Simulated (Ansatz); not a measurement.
[BMeH3]- (CH₆B⁻), relaxed as a singlet with RKS PBE-D4/def2-TZVPD in Ansatz, starting from the GFN2-xTB geometry. Force threshold 0.02 eV/Å.

Start:

| atom | x (Å) | y (Å) | z (Å) |
| --- | --- | --- | --- |
| B1 | 0.0965 | -0.4245 | -0.6952 |
| C2 | -0.0973 | 0.4290 | 0.7025 |
| H3 | -0.2865 | 1.4918 | 0.5153 |
| H4 | 0.7881 | 0.3769 | 1.3461 |
| H5 | -0.9399 | 0.0614 | 1.2992 |
| H6 | 0.3193 | -1.6090 | -0.4433 |
| H7 | 1.0421 | 0.0267 | -1.3412 |
| H8 | -0.9223 | -0.3522 | -1.3834 |

| step | energy (eV) | largest force component (eV/Å) | SCF passes |
| --- | --- | --- | --- |
| 1 | -1809.1994 | 0.400 | 15 |
| 2 | -1809.2151 | 0.203 | 20 |
| 3 | -1809.2168 | 0.107 | 20 |
| 4 | -1809.2174 | 0.001 | 21 |

Force components are those of the run's own axes.

End:

Cartesian coordinates in Å:
```
B 0.0964 -0.4245 -0.6951
C -0.0976 0.4298 0.7038
H -0.2952 1.5062 0.5233
H 0.7968 0.3868 1.3584
H -0.9452 0.0600 1.3163
H 0.3182 -1.6292 -0.4490
H 1.0579 0.0233 -1.3556
H -0.9312 -0.3524 -1.4021
```

By distances, no bond broke or formed. The bond that changes most is B1–H7, from 1.23 to 1.25 Å (atoms count from 1).

No frequencies were taken in this run, so the end may be a saddle point.

Run time 3.4 s (2 threads of Arm Neoverse V1 on a shared host).
